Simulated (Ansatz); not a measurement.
# CH2F (SMILES [CH2]F) at UCCSDTQ/STO-3G

What is the energy change on altering one bond length of CH2F at UCCSDTQ/STO-3G? 

Program for the calculation: Ansatz 0.2.0.

47 further runs of the same task are left out: 47 set aside as unsound or not needed.

## (1) The structure to begin with

CH2F: 4 atoms, total charge 0, spin state doublet. As SMILES, `[CH2]F`. Geometry: relaxed at PBE0-D4/def2-TZVP.

Bond lengths: C1–F2 1.331 Å, C1–H3 1.082 Å, C1–H4 1.082 Å. Angles: F2–C1–H3 115.1°, F2–C1–H4 115.1°, H3–C1–H4 124.6°.

## (2) A single-point energy at UCCSDTQ/STO-3G

Input file run.yaml:

```yaml
basis:
  gaussian:
    orbitals: STO-3G
crystal:
  periodic: [false, false, false]
  atoms:
    - {symbol: C, position_ang: [-0.030100, -0.057600, -0.131100]}
    - {symbol: F, position_ang: [0.950000, 0.694000, 0.364600]}
    - {symbol: H, position_ang: [-0.946900, 0.472300, -0.352500]}
    - {symbol: H, position_ang: [0.027000, -1.108700, 0.119000]}
total_charge: 0
magnetization:
  spin_polarized: true
  initial_magnetization: 1
correlation:
  method: ccsdtq
  frozen_orbitals: {C: 1, F: 1, H: 0}
accuracy: high
scf:
  omitted_lower_state_checks: [cluster_reference, increment]
```

Started as:

```
$ ansatz run run.yaml --threads 1 --pin off --max-ram 2610MiB --events-out events.jsonl --progress --plain --runs-dir runs
```

What it wrote, cut to the lines that bear on the results:

```text
Warning: RAYON_NUM_THREADS=1 ignored (pool sized by the plan → 1); use --threads N
Functional definition: HF
  name "HF"
[...]
186 factors; integrals over basis functions are off by at most 1.3e-8 eV
[...]
mean field -3715.26136689 eV, -136.5333369387 hartree, gradient 2.8e-8 eV, S^2 0.760846; 0 other end points of the search recorded, 0 dependent functions left out
2 core orbitals not correlated: weight in the atoms' cores, before any rotation towards them, 1.000 or more for the frozen orbitals, at most 0.000 for the correlated occupied ones
reference -3715.26136689 eV, -136.5333369387 hartree; 7, 6 occupied and 3, 4 virtual orbitals, 186 factors
second order -1.49569609 eV of doubles, -0.00000000 eV of singles
cycle   1  -1.84705110 eV  change   -3.5e-1 eV  update   5.9e-2
[...]
cycle  24  -2.15025488 eV  change  -6.1e-10 eV  update   1.1e-9
Total energy: -3717.41162177 eV, -136.6123573481 hartree
Checks for a lower state left out: cluster_reference, increment
```

It took 19 s on 1 thread of Arm Neoverse V2, shared host; peak memory 0.24 GiB.

## (3) The distorted shape, same level

Input file in.yaml:

```yaml
crystal:
  periodic: [false, false, false]
  atoms:
    - {symbol: C, position_ang: [-0.044373, 0.205135, -0.193616]}
    - {symbol: F, position_ang: [0.935727, 0.956735, 0.302084]}
    - {symbol: H, position_ang: [-0.961173, 0.735035, -0.415016]}
    - {symbol: H, position_ang: [0.027000, -1.108700, 0.119000]}
basis:
  gaussian: {orbitals: STO-3G}
magnetization: {spin_polarized: true, initial_magnetization: 1}
correlation: {method: ccsdtq, frozen_orbitals: {C: 1, F: 1, H: 0}}
accuracy: high
scf: {omitted_lower_state_checks: [cluster_reference, increment]}
```

Started as:

```
$ ansatz run in.yaml --threads 1 --pin off --max-ram 2610MiB --events-out events.jsonl --progress --plain --runs-dir runs
```

What it wrote, cut to the lines that bear on the results:

```text
Warning: RAYON_NUM_THREADS=1 ignored (pool sized by the plan → 1); use --threads N
[... 2 set-up lines as earlier in the session ...]
[...]
186 factors; integrals over basis functions are off by at most 1.4e-8 eV
[...]
mean field -3714.18123240 eV, -136.4936427284 hartree, gradient 2.9e-8 eV, S^2 0.773498; 0 other end points of the search recorded, 0 dependent functions left out
2 core orbitals not correlated: weight in the atoms' cores, before any rotation towards them, 1.000 or more for the frozen orbitals, at most 0.000 for the correlated occupied ones
reference -3714.18123240 eV, -136.4936427284 hartree; 7, 6 occupied and 3, 4 virtual orbitals, 186 factors
second order -1.68667517 eV of doubles, -0.00000000 eV of singles
cycle   1  -2.10251095 eV  change   -4.2e-1 eV  update   6.8e-2
[...]
cycle  29  -2.49714337 eV  change    1.0e-9 eV  update   1.3e-9
Total energy: -3716.67837578 eV, -136.5854110547 hartree
Checks for a lower state left out: cluster_reference, increment
```

Wall time 20 s (1 thread of Arm Neoverse V2, shared host); peak memory 0.24 GiB.

## (4) What came out

Level: UCCSDTQ/STO-3G, 2 core orbitals frozen.

| quantity | value |
| --- | --- |
| first shape: total energy | -136.61236 Eh |
| first shape: correlation energy (2 core orbitals frozen) | -79.0 mEh |
| first shape: ⟨S²⟩ of the reference determinant | 0.761 |
| first shape: T1 diagnostic | 0.015 |
| distorted shape: total energy | -136.58541 Eh |
| distorted shape: correlation energy (2 core orbitals frozen) | -91.8 mEh |
| distorted shape: ⟨S²⟩ of the reference determinant | 0.773 |
| distorted shape: T1 diagnostic | 0.016 |
| energy change with the C1–H4 bond stretched from 1.082 to 1.352 Å | 0.733 eV |

In words: With the C1–H4 bond stretched from 1.082 to 1.352 Å the energy rises by 0.73 eV (16.9 kcal/mol). The first shape isn't relaxed at this level, so the change isn't measured from a minimum. The minimal basis adds a large error of its own.
